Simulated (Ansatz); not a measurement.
**HOAl: how the triplet less singlet moves with the basis**

HOAl, singlet; coordinates (Å): Al 0.000 0.000 1.433; O 0.000 0.000 -0.241; H 0.000 0.000 -1.192. Quantity: triplet less singlet, vertical.

Ansatz 0.2.0, basis 6-31G or cc-pVDZ; geometries are PBE0/def2-TZVP minima. Wave-function levels freeze the cores; HF, MP2 and coupled cluster are restricted for singlets and unrestricted otherwise, Kohn–Sham unrestricted where that lies lower. The reference is CCSDTQ (coupled cluster only where its series has nearly closed). Semilocal and hybrid functionals correlate all electrons outside any core potential and usually lie nearer their basis limit than the reference, so part of their error here is the reference's basis and frozen-core error; RPA and the MP2 part of double hybrids freeze the same cores as the reference. None of these values is a measured one. Energies are electronic, without zero-point terms. No spin–orbit coupling and no scalar relativity. The species are chosen: bound, without strong static correlation by their natural occupations or amplitudes, in their lowest spin state as far as vertical gaps and like structures tell, and with a ladder that closes on the reference, so errors are smaller than for species at large; levels whose determinant breaks symmetry or spin markedly are left out.

```json
{"level": "reference", "6-31G (kJ/mol)": "333.8 (CCSDTQ)", "cc-pVDZ (kJ/mol)": "331.1 (CCSDTQ)"}
{"level": "CCSD(T)", "6-31G (kJ/mol)": "333.6", "cc-pVDZ (kJ/mol)": "330.7"}
{"level": "CCSDT", "6-31G (kJ/mol)": "333.3", "cc-pVDZ (kJ/mol)": "330.8"}
{"level": "CCSDT(Q)", "6-31G (kJ/mol)": "333.8", "cc-pVDZ (kJ/mol)": "331.1"}
{"level": "PBE", "6-31G (kJ/mol)": "337.9", "cc-pVDZ (kJ/mol)": "326.4"}
{"level": "B3LYP", "6-31G (kJ/mol)": "352.5", "cc-pVDZ (kJ/mol)": "340.4"}
{"level": "wB97M-V", "6-31G (kJ/mol)": "377.5", "cc-pVDZ (kJ/mol)": "372.0"}
{"level": "B2PLYP", "6-31G (kJ/mol)": "345.2", "cc-pVDZ (kJ/mol)": "335.0"}
```

From 6-31G to cc-pVDZ the reference moves by -2.7 kJ/mol and PBE by -11.5; the step from CCSD(T) to the reference is 0.2 in the first and 0.4 in the last.
